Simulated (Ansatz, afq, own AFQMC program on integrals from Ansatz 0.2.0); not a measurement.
**B₂H₂, triplet → B$_{2}$H$_{2}$⁺, doublet, worked out**

```xyz
4

B     0.0000    0.0000    0.6756
B     0.0000    0.0000   -0.9095
H     0.0000    1.0479    1.2540
H     0.0000   -1.0479    1.2540
```

Connectivity, by distances: BH2–B.

Both states at this geometry.

Basis cc-pVTZ. Noble-gas cores (and the filled d shells of Ga–Kr and In–Xe) are frozen. AFQMC by an in-house program on the Cholesky factors that Ansatz 0.2.0 writes for its CCSD(T) run. ph-AFQMC/CISD is guided by a CISD state made of CCSD amplitudes; releasing the constraint for a short imaginary time cuts its bias at the price of noise, slowly where states lie close. ± is one standard error of the sampling.

Total energies in eV. CBS is CCSD(T) at the limit of def2-TZVPP/QZVPP (extrapolated itself); the highest rung of each member is named.

Cautions: B₂H₂ (triplet): lower spins were not checked, the ph-AFQMC/HF walk drifts between its halves (2.4 errors).

```tsv
member	count	CCSD(T)/cc-pVTZ	highest rung in cc-pVTZ	which	CCSD(T)/CBS
B₂H₂⁺, doublet	+1	-1367.3396	-1367.3690	CCSDT(Q)	-1367.7669
B₂H₂, triplet	-1	-1376.5604	-1376.6053	CCSDT(Q)	-1377.0268
```

Problem. Work out the best estimate of the vertical ionization energy: the CCSD(T)/CBS difference plus the step from CCSD(T) to the highest rung.

Solution. Sums with the counts: CCSD(T)/CBS 9.2599 eV, highest rung 9.2363 eV, CCSD(T)/cc-pVTZ 9.2208 eV. The step is 9.2363 − 9.2208 = 0.0155 eV, so the best estimate is 9.2599 + (0.0155) = 9.2754 eV = 213.9 kcal/mol. The basis set is worth 0.039 eV of it. Zero-point, core-correlation and spin–orbit terms aren't in it.

Best estimates are given only where the step beyond CCSD(T) is under 0.3 eV and no member's determinant is very poor (T1 over 0.05, or 0.07 for open shells, ⟨S²⟩ too high by 0.3, two states mixed), so the hardest cases are missing from such tables.

CCSDT and higher add their correlation energy to the determinant of the CCSD(T) run, since their own runs factorise the integrals more tightly (a shift of under 2 meV). Each member of a difference takes its own highest rung, so a best estimate needn't equal the limit plus the step of one row.
